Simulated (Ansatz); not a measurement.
## How far each method lies from UCCSDT(Q) for [OH···H···NH], triplet

Geometry: a point of a hydrogen-transfer path between rigid fragments, not a stationary point.

```yaml
atoms:
  - { symbol: O, position_ang: [-1.1950, 0.0024, 0.0000] }
  - { symbol: H, position_ang: [-1.4443, 0.9289, 0.0000] }
  - { symbol: H, position_ang: [-0.2354, 0.0024, 0.0000] }
  - { symbol: N, position_ang: [1.3680, 0.0024, 0.0000] }
  - { symbol: H, position_ang: [1.6371, -1.0019, 0.0000] }
```

Basis cc-pVDZ; Ansatz 0.2.0. Only valence electrons are correlated (noble-gas cores frozen), which leaves 14 electrons in 41 orbitals. Prefix R: restricted or restricted open-shell reference; prefix U: unrestricted. Active spaces: valence = (14e, 11o) chosen from the atoms' valence shells; pair = (4e, 4o) about the gap.

Full CI isn't at hand for all of this; UCCSDT(Q) serves as the reference, and is uncertain by about the last step of the cluster series. The frozen core follows each run's orbitals, which can shift R against U totals by a few meV.

For open shells CISD is restricted-active-space CI with the open shells as a complete middle space.

- UHF ⟨S²⟩: 2.015
- T1 diagnostic (RCCSD): 0.0158
- largest doubles amplitude (RCCSD): 0.048
- T1 diagnostic (UCCSD): 0.0104

```json
{"level": "RHF", "E − E(UCCSDT(Q)) (mEh)": "353.27", "share of correlation (%)": "0.00", "wall time": "–"}
{"level": "UHF", "E − E(UCCSDT(Q)) (mEh)": "345.91", "share of correlation (%)": "2.08", "wall time": "–"}
{"level": "RMP2", "E − E(UCCSDT(Q)) (mEh)": "35.16", "share of correlation (%)": "90.05", "wall time": "–"}
{"level": "UMP2", "E − E(UCCSDT(Q)) (mEh)": "35.03", "share of correlation (%)": "90.08", "wall time": "–"}
{"level": "CISD", "E − E(UCCSDT(Q)) (mEh)": "31.63", "share of correlation (%)": "91.05", "wall time": "5 s"}
{"level": "RCCSD", "E − E(UCCSDT(Q)) (mEh)": "6.56", "share of correlation (%)": "98.14", "wall time": "–"}
{"level": "UCCSD", "E − E(UCCSDT(Q)) (mEh)": "6.44", "share of correlation (%)": "98.18", "wall time": "–"}
{"level": "RCCSD(T)", "E − E(UCCSDT(Q)) (mEh)": "1.19", "share of correlation (%)": "99.66", "wall time": "1 s"}
{"level": "UCCSD(T)", "E − E(UCCSDT(Q)) (mEh)": "1.14", "share of correlation (%)": "99.68", "wall time": "0.9 s"}
{"level": "BCCD(T)", "E − E(UCCSDT(Q)) (mEh)": "1.19", "share of correlation (%)": "99.66", "wall time": "1.2 s"}
{"level": "RCCSDT", "E − E(UCCSDT(Q)) (mEh)": "0.68", "share of correlation (%)": "99.81", "wall time": "–"}
{"level": "UCCSDT", "E − E(UCCSDT(Q)) (mEh)": "0.63", "share of correlation (%)": "99.82", "wall time": "–"}
{"level": "RCCSDT(Q)", "E − E(UCCSDT(Q)) (mEh)": "0.06", "share of correlation (%)": "99.98", "wall time": "45 s"}
{"level": "CASSCF (pair space)", "E − E(UCCSDT(Q)) (mEh)": "330.11", "share of correlation (%)": "6.56", "wall time": "–"}
{"level": "NEVPT2 (pair space)", "E − E(UCCSDT(Q)) (mEh)": "32.67", "share of correlation (%)": "90.75", "wall time": "0.78 s"}
{"level": "CASSCF (valence space)", "E − E(UCCSDT(Q)) (mEh)": "273.77", "share of correlation (%)": "22.50", "wall time": "–"}
{"level": "NEVPT2 (valence space)", "E − E(UCCSDT(Q)) (mEh)": "44.44", "share of correlation (%)": "87.42", "wall time": "5.5 s"}
```

The correlation energy at UCCSDT(Q), counted from RHF, is -9.613 eV. That run took 37 s on 1 thread of Arm Neoverse V2, shared host.

Times hold each run's SCF and search for its determinant on a shared host, so for small cases they say little of a method's own cost; they ran on 1 thread of Arm Neoverse V2.

Natural occupations of CASSCF (valence space) about the gap: 1.980 1.978 1.974 1.001 1.000 0.028 0.023 0.020; effectively unpaired electrons, Σ n²(2−n)², 2.01.
